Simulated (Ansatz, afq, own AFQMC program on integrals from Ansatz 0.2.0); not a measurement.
## CHSi, quartet → CHSi⁻, quintet

```json
{"atom": "Si", "x (Å)": "0.0000", "y (Å)": "0.0326", "z (Å)": "0.6172"}
{"atom": "C", "x (Å)": "0.0000", "y (Å)": "-0.1270", "z (Å)": "-1.2686"}
{"atom": "H", "x (Å)": "0.0000", "y (Å)": "0.6065", "z (Å)": "-2.0825"}
```

Connectivity, by distances: Si–CH.

E(quintet, charge -1) − E(quartet, charge +0) at this geometry, on UHF and UHF determinants.

Basis aug-cc-pVDZ. Noble-gas cores (and the filled d shells of Ga–Kr and In–Xe) are frozen. Ansatz 0.2.0 and our own AFQMC program on the same integrals; the CISD trial comes from CCSD amplitudes, and released means the phaseless constraint is let go. ± is one standard error of the sampling. The errors of all members are added in quadrature.

No full CI on the walks' own integrals is used here; CCSDT(Q) serves as the reference and is uncertain by about the last step of the cluster series. Each member takes its own surest rung, up to full CI.

Errors are counted within aug-cc-pVDZ, not against nature.

Cautions: CHSi (quartet): lower spins were not checked, its ph-AFQMC/CISD value lies 19 ± 3 meV above CCSDT(Q); CHSi⁻ (quintet): lower spins were not checked, unrestricted determinant slightly spin contaminated (⟨S²⟩ 6.05 against 6.00), the released energies move by 1.5 errors or more from one time to the next, so no released level is given (meV from the phaseless value at times in 1/Eh: -7 ± 3 at 0.24, -13 ± 3 at 0.51, -18.0 ± 2.1 at 0.99, -16 ± 3 at 1.62, -27 ± 4 at 2.40), though the last usable value meets CCSDT(Q) within the noise, its ph-AFQMC/CISD value lies 25.9 ± 2.4 meV above CCSDT(Q).

Reference (CCSDT(Q)): -34.0 kJ/mol.

```json
{"level": "HF", "vertical energy of electron attachment (kJ/mol)": "-2.3", "error against CCSDT(Q) (kJ/mol)": "31.8"}
{"level": "MP2", "vertical energy of electron attachment (kJ/mol)": "-33.3", "error against CCSDT(Q) (kJ/mol)": "0.8"}
{"level": "CCSD", "vertical energy of electron attachment (kJ/mol)": "-31.7", "error against CCSDT(Q) (kJ/mol)": "2.4"}
{"level": "CCSD(T)", "vertical energy of electron attachment (kJ/mol)": "-33.7", "error against CCSDT(Q) (kJ/mol)": "0.3"}
{"level": "CCSDT", "vertical energy of electron attachment (kJ/mol)": "-33.9", "error against CCSDT(Q) (kJ/mol)": "0.1"}
{"level": "ph-AFQMC/CISD", "vertical energy of electron attachment (kJ/mol)": "-33.4 ± 0.4", "error against CCSDT(Q) (kJ/mol)": "0.6 ± 0.4"}
```

Correlation beyond CCSD(T) takes off 0.3 kJ/mol. The perturbative (T) step is worth −2.1 kJ/mol.

A walk keeps the symmetry of its determinant, which the program's search chose and which needn't be the lowest solution, so a lower state of the same spin and another symmetry isn't excluded.
